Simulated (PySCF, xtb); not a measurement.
## Two structures of H2PSi+

Structure X: a singlet given by its coordinates. Structure Y: a singlet given by its coordinates. Both are isolated ions in the gas phase, relaxed with B3LYP-D4/def2-TZVP.

X (Å):

```
atom    x (Å)    y (Å)    z (Å)
   P   1.4717   0.3283   0.5454
  Si   0.3461  -0.3945  -0.9461
   H   1.0980   1.2728  -0.5664
   H  -0.4663  -0.6630  -2.1544
```

Close contacts (Å): P1–Si2 2.00, P1–H3 1.51, Si2–H3 1.87, Si2–H4 1.48.

Y (Å):

```yaml
atoms:
  - { symbol: P, position_ang: [0.2901, -0.4949, 2.1402] }
  - { symbol: Si, position_ang: [-0.9713, 1.0132, 1.2045] }
  - { symbol: H, position_ang: [0.4647, 0.7775, 2.8358] }
  - { symbol: H, position_ang: [1.0020, 0.0920, 1.0081] }
```

Close contacts (Å): P1–Si2 2.18, P1–H3 1.46, P1–H4 1.46.

Problem. Which of the two would you expect CCSD(T)/def2-TZVPP electronic energies to favour?

Solution. Structure Y; the calculation gives E(Y) − E(X) = −0.553 eV.

The same difference at several levels:

```json
{"level": "B3LYP-D4/def2-TZVP", "geometry": "B3LYP-D4/def2-TZVP", "E(Y) − E(X) (eV)": "−0.614", "departure from the last row (eV)": "−0.061", "job, with rough time for the two": "optimisation, 65 s"}
{"level": "HF/def2-TZVPP", "geometry": "B3LYP-D4/def2-TZVP", "E(Y) − E(X) (eV)": "−0.820", "departure from the last row (eV)": "−0.267", "job, with rough time for the two": "part of the CCSD(T) run"}
{"level": "MP2/def2-TZVPP", "geometry": "B3LYP-D4/def2-TZVP", "E(Y) − E(X) (eV)": "−0.450", "departure from the last row (eV)": "+0.103", "job, with rough time for the two": "part of the CCSD(T) run"}
{"level": "CCSD(T)/def2-TZVPP", "geometry": "B3LYP-D4/def2-TZVP", "E(Y) − E(X) (eV)": "−0.553", "departure from the last row (eV)": "", "job, with rough time for the two": "single point, 36 s"}
```

The levels shown agree on the order. The largest departure from CCSD(T)/def2-TZVPP is that of HF/def2-TZVPP, 0.267 eV. No reliable frequencies are at hand for X, so it isn't confirmed as a minimum. Levels run at GFN2-xTB geometries aren't shown.

The correlated steps freeze 10 core orbitals. Programs: PySCF 2.14.0, xtb 6.7.1; the last row on 2 threads of Arm Neoverse V1 on a shared host.
